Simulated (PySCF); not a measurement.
**One shape, several levels: SCl2O2 (sulfuryl chloride)**

Wanted: a comparison of 6 runs (HF/STO-3G, HF/3-21G, B2PLYP/cc-pVDZ, M06-2X/cc-pVDZ, wB97M-V/cc-pVDZ, SCS-MP2/cc-pVDZ) of SCl2O2 (sulfuryl chloride). Input form: a Python script.

Program for the calculation: PySCF 2.14.0.

2 further runs of the same task are left out: 1 that didn't finish, 1 set aside as unsound or not needed.

### Step 1. The molecule

SCl2O2 has 5 atoms, charge 0, and is taken as a singlet. As SMILES, `O=S(=O)(Cl)Cl`. Geometry: relaxed at PBE0-D4/def2-TZVP.

Bond lengths: O1–S2 1.415 Å, S2–O3 1.416 Å, S2–Cl4 2.013 Å, S2–Cl5 2.013 Å. Angles: O1–S2–O3 123.0°, O1–S2–Cl4 107.8°, O1–S2–Cl5 107.8°, O3–S2–Cl4 107.8°, O3–S2–Cl5 107.8°, Cl4–S2–Cl5 100.5°.

### Step 2. A single-point energy at HF/STO-3G (run 1)

File start.xyz:

```xyz
5
Cl2O2S
O      0.866100     0.300300    -1.246600
S     -0.068500     0.126800    -0.197800
O     -1.381700     0.653700    -0.241000
Cl    -0.209600    -1.845200     0.179900
Cl     0.793700     0.764400     1.505600
```

File input.py:

```python
from pyscf import gto, scf

system = gto.M(
    atom='start.xyz',
    basis='sto-3g',
    verbose=4,
    max_memory=1860,
    spin=0,
)

mf = scf.RHF(system)
mf.conv_tol = 1e-10
mf.kernel()
if not mf.converged:
    mf = mf.newton().run(mf.mo_coeff, mf.mo_occ)

energy = mf.e_tot
print('E(%s) = %.9f' % ('HF', energy))
```

Launch:

```console
OMP_NUM_THREADS=1 python input.py
```

Standard output:

```text
PySCF version 2.14.0

[INPUT] num. atoms = 5
[INPUT] num. electrons = 66
[INPUT] charge = 0
[INPUT] spin (= nelec alpha-beta = 2S) = 0
[INPUT] symmetry False subgroup None
[INPUT] Mole.unit = angstrom
[INPUT] Symbol           X                Y                Z      unit          X                Y                Z       unit  Magmom
[INPUT]  1 O      0.866100000000   0.300300000000  -1.246600000000 AA    1.636691796486   0.567484755207  -2.355732586883 Bohr   0.0
[INPUT]  2 S     -0.068500000000   0.126800000000  -0.197800000000 AA   -0.129446239533   0.239617272595  -0.373787827439 Bohr   0.0
[INPUT]  3 O     -1.381700000000   0.653700000000  -0.241000000000 AA   -2.611034586312   1.235313967628  -0.455423996020 Bohr   0.0
[INPUT]  4 Cl    -0.209600000000  -1.845200000000   0.179900000000 AA   -0.396086595709  -3.486922645047   0.339961729809 Bohr   0.0
[INPUT]  5 Cl     0.793700000000   0.764400000000   1.505600000000 AA    1.499875625067   1.444506649618   2.845171653145 Bohr   0.0

nuclear repulsion = 404.86614234842
number of shells = 21
number of NR pGTOs = 111
number of NR cGTOs = 37
basis = sto-3g
ecp = {}

******** <class 'pyscf.scf.hf.RHF'> ********
method = RHF
initial guess = minao
damping factor = 0
level_shift factor = 0
DIIS = <class 'pyscf.scf.diis.CDIIS'>
diis_start_cycle = 1
diis_space = 8
diis_damp = 0
SCF conv_tol = 1e-10
SCF conv_tol_grad = None
SCF max_cycles = 50
direct_scf = True
direct_scf_tol = 1e-13
Set gradient conv threshold to 1e-05
Initial guess from minao.
init E= -1450.73751024192
  HOMO = -0.468803643807976  LUMO = -0.0274073579915188  gap/eV = 12.01100
cycle= 1 E= -1449.30277102518  delta_E= 1.43  |g|= 0.92  |ddm|= 3.63
  HOMO = -0.337547687113867  LUMO = 0.0125217039084742  gap/eV = 9.52587
cycle= 2 E= -1449.5479024149  delta_E= -0.245  |g|= 0.444  |ddm|= 2.26
  HOMO = -0.402899265903927  LUMO = 0.0937841985711909  gap/eV = 13.51545
cycle= 3 E= -1449.61554307119  delta_E= -0.0676  |g|= 0.0617  |ddm|= 0.847
  HOMO = -0.39244328884504  LUMO = 0.108614609098891  gap/eV = 13.63448
cycle= 4 E= -1449.61744513721  delta_E= -0.0019  |g|= 0.0193  |ddm|= 0.138
  HOMO = -0.394261933006178  LUMO = 0.110212845163176  gap/eV = 13.72746
cycle= 5 E= -1449.61782377764  delta_E= -0.000379  |g|= 0.00414  |ddm|= 0.0866
  HOMO = -0.394061086797466  LUMO = 0.109803005391708  gap/eV = 13.71084
cycle= 6 E= -1449.61783885298  delta_E= -1.51e-05  |g|= 0.000528  |ddm|= 0.019
  HOMO = -0.394238858955045  LUMO = 0.109920107323898  gap/eV = 13.71886
cycle= 7 E= -1449.61783912674  delta_E= -2.74e-07  |g|= 0.000126  |ddm|= 0.00214
  HOMO = -0.394250880167572  LUMO = 0.109917660204465  gap/eV = 13.71912
cycle= 8 E= -1449.61783914232  delta_E= -1.56e-08  |g|= 7.21e-05  |ddm|= 0.000526
  HOMO = -0.394256132689081  LUMO = 0.109918232680096  gap/eV = 13.71928
cycle= 9 E= -1449.61783914604  delta_E= -3.72e-09  |g|= 2.06e-05  |ddm|= 0.000228
  HOMO = -0.394260644575215  LUMO = 0.109921665264696  gap/eV = 13.71950
cycle= 10 E= -1449.61783914675  delta_E= -7.11e-10  |g|= 4.65e-06  |ddm|= 0.000142
  HOMO = -0.394261144735507  LUMO = 0.109922018676323  gap/eV = 13.71952
cycle= 11 E= -1449.61783914679  delta_E= -3.32e-11  |g|= 1.22e-06  |ddm|= 2.85e-05
  HOMO = -0.394261103448693  LUMO = 0.109922192976248  gap/eV = 13.71953
Extra cycle  E= -1449.61783914678  delta_E= 3.18e-12  |g|= 6.08e-07  |ddm|= 3.87e-06
converged SCF energy = -1449.61783914678
E(HF) = -1449.617839147
```

Wall time 0.81 s (1 thread of Arm Neoverse V1, shared host); peak memory 0.1 GiB.

### Step 3. A single-point energy at HF/3-21G (run 2)

Edit start.xyz of step 2 so:

```diff
@@ -1,3 +1,3 @@
 5
-Cl2O2S
+
 O      0.866100     0.300300    -1.246600
```

File calc.py:

```python
from pyscf import gto

system = gto.Mole()
system.atom = 'start.xyz'
system.max_memory = 1860
system.verbose = 3
system.basis = '3-21g'
system.spin = 0
system.charge = 0
system.build()

myscf = system.RHF()
myscf.conv_tol = 1e-10
myscf.kernel()
if not myscf.converged:
    myscf = myscf.newton().run(myscf.mo_coeff, myscf.mo_occ)

etot = myscf.e_tot
print('E = %.10f Eh' % etot)
```

Launch:

```console
OMP_NUM_THREADS=1 python calc.py
```

Standard output:

```text
converged SCF energy = -1458.68256255551
E = -1458.6825625555 Eh
```

It took 1 s on 1 thread of Arm Neoverse V1, shared host; peak memory 0.13 GiB.

Runs 3 to 5 aren't shown in full; the table further down has their settings and results.

### Step 4. The energy at SCS-MP2/cc-pVDZ (run 6)

File job.py:

```python
from pyscf import gto, scf, mp

molecule = gto.Mole()
molecule.atom = '''
O      1.636692     0.567485    -2.355733
S     -0.129446     0.239617    -0.373788
O     -2.611035     1.235314    -0.455424
Cl    -0.396087    -3.486923     0.339962
Cl     1.499876     1.444507     2.845172
'''
molecule.unit = 'bohr'
molecule.verbose = 3
molecule.basis = 'cc-pvdz'
molecule.max_memory = 1860
molecule.build()

hf = scf.RHF(molecule)
hf.conv_tol = 1e-10
hf.kernel()
if not hf.converged:
    hf = hf.newton().run(hf.mo_coeff, hf.mo_occ)

pt = mp.MP2(hf, frozen=17).run()
e_tot = hf.e_tot + 1.2 * pt.e_corr_os + pt.e_corr_ss / 3
print('E(%s) = %.9f' % ('SCS-MP2', e_tot))
```

Launch:

```console
OMP_NUM_THREADS=1 python job.py
```

Standard output:

```text
converged SCF energy = -1466.13914065995
E(RMP2) = -1466.92991976076  E_corr = -0.790779100810391
E(SCS-RMP2) = -1466.8944521898  E_corr = -0.755311529850899
E(SCS-MP2) = -1466.894452190
```

It took 2.1 s on 1 thread of Arm Neoverse V1, shared host; peak memory 0.18 GiB.

### Step 5. All runs side by side

```
run            level  frozen core orbitals  integration grid   energy (Eh)  dipole moment (D) of the reference  HOMO energy (eV)  LUMO energy (eV)  wall time
  1        HF/STO-3G                     –                 –  -1449.617839                                0.44            -10.73              2.99     0.81 s
  2         HF/3-21G                     –                 –  -1458.682563                                1.66            -13.79             -0.55        1 s
  3   B2PLYP/cc-pVDZ                    17                 5  -1468.406120                                1.74            -11.14             -1.51       19 s
  4   M06-2X/cc-pVDZ                     –                 5  -1468.847280                                1.59            -11.20             -1.90       32 s
  5  wB97M-V/cc-pVDZ                     –                 5  -1468.864566                                1.53            -11.98             -0.69       89 s
  6  SCS-MP2/cc-pVDZ                    17                 –  -1466.894452                                2.10            -13.64              0.95      2.1 s
```

### Step 6. Results

| quantity | value |
| --- | --- |
| run 6: total energy | -1466.89445 Eh |
| run 6: dipole moment (Hartree–Fock density) | 2.10 D |
| run 6: HOMO energy (Hartree–Fock orbitals) | -13.64 eV |
| run 6: LUMO energy (Hartree–Fock orbitals) | 0.95 eV |
| run 6: HOMO–LUMO gap (Hartree–Fock orbitals) | 14.59 eV |
| run 6: correlation energy (17 core orbitals frozen) | -755.3 mEh |

What this shows: Over runs 1, 2, 3, 4, 5 the dipole moment (its size) runs from 0.44 D (HF/STO-3G) to 1.74 D (B2PLYP/cc-pVDZ). The two ends differ in method and basis. The two dipoles point in opposite directions. A double hybrid's value is that of its SCF part. Over runs 1, 2, 3, 4, 5 the HOMO–LUMO gap runs from 9.30 eV (M06-2X/cc-pVDZ) to 13.72 eV (HF/STO-3G). Totals of different functionals can't be ranked against each other. In run 1 the basis is minimal, so the values are rough. All runs together took 2.4 min, the longest 89 s.
